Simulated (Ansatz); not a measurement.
Start from `CC(N)(O)S` and change one atom or group to get `CC(N)O`.

Ansatz, PBE0-D4/def2-TZVP geometries, multiplicity 1. Each molecule was computed in one conformer, which needn't be the lowest.

```json
{"property": "HOMO energy (ωB97M-V/def2-TZVPP) / eV", "`CC(N)(O)S`": "-9.24"}
{"property": "LUMO energy (PBE0/def2-TZVPP) / eV", "`CC(N)(O)S`": "0.26"}
{"property": "HOMO–LUMO gap (PBE0/def2-TZVPP) / eV", "`CC(N)(O)S`": "7.22"}
{"property": "LUMO energy (ωB97M-V/def2-TZVPP) / eV", "`CC(N)(O)S`": "1.97"}
{"property": "HOMO–LUMO gap (B3LYP/def2-TZVPP) / eV", "`CC(N)(O)S`": "6.69"}
{"property": "size of the dipole moment (ωB97M-V/def2-TZVPP) / D", "`CC(N)(O)S`": "1.64"}
```

(1) What does the change do to each property? (Estimate.)

Answers

(1) Computed: 
```tsv
property	`CC(N)O`	shift
HOMO energy (ωB97M-V/def2-TZVPP) / eV	-9.66	-0.42
LUMO energy (PBE0/def2-TZVPP) / eV	0.81	0.55
HOMO–LUMO gap (PBE0/def2-TZVPP) / eV	8.02	0.80
LUMO energy (ωB97M-V/def2-TZVPP) / eV	2.19	0.22
HOMO–LUMO gap (B3LYP/def2-TZVPP) / eV	7.39	0.70
size of the dipole moment (ωB97M-V/def2-TZVPP) / D	1.53	-0.11
```

With PBE0 the HOMO falls by 0.24 eV and the LUMO rises by 0.55 eV, so the gap widens by about 0.79 eV. PBE moves the HOMO by 0.04 eV and ωB97M-V by -0.42 eV. Dipoles are sizes alone; their direction can turn.

B3LYP here is the variant with VWN-RPA as its local correlation; programs differ in this.
